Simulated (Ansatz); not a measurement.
## 1T (CdI2-type) SnSe2

Level of theory: r²SCAN (PAW; Ansatz, a quantum-chemistry and plane-wave program).

Numerical settings: plane-wave cutoff 600 eV, 12×12×6 k mesh (along the axes of the cell as run), scalar-relativistic PAW data made under PBE.

Cell (relaxed at this level):

```yaml
crystal:
  lattice:
    - [3.84050, 0.00000, 0.00000]
    - [-1.92025, 3.32597, 0.00000]
    - [0.00000, 0.00000, 6.52941]
  atoms:
    - { symbol: Sn, position: [0.00000, 0.00000, 0.00000] }
    - { symbol: Se, position: [0.33333, 0.66667, 0.24105] }
    - { symbol: Se, position: [0.66667, 0.33333, 0.75895] }
```

| Property | Value |
|---|---|
| elastic constant C11 | 104 GPa |
| elastic constant C12 | 26.8 GPa |
| elastic constant C13 | 5.97 GPa |
| elastic constant C33 | 13.6 GPa |
| elastic constant C44 | 4.88 GPa |
| elastic constant C66 | 38.4 GPa |
| Voigt–Reuss–Hill bulk modulus | 22.9 GPa |
| polycrystal shear modulus (Hill average) | 15.2 GPa |
| Young modulus | 37.4 GPa |
| Poisson ratio | 0.229 |

Note: the cell comes from a level without a dispersion term, which matters for the spacing of layers, chains or molecules; the cell has widely spaced layers and the level no dispersion term, so their spacing and the moduli can rest on weak binding.

Elastic constants are with the ions relaxed.

Spin–orbit coupling is not included.

The computed numbers hold no vibrational or temperature effects.
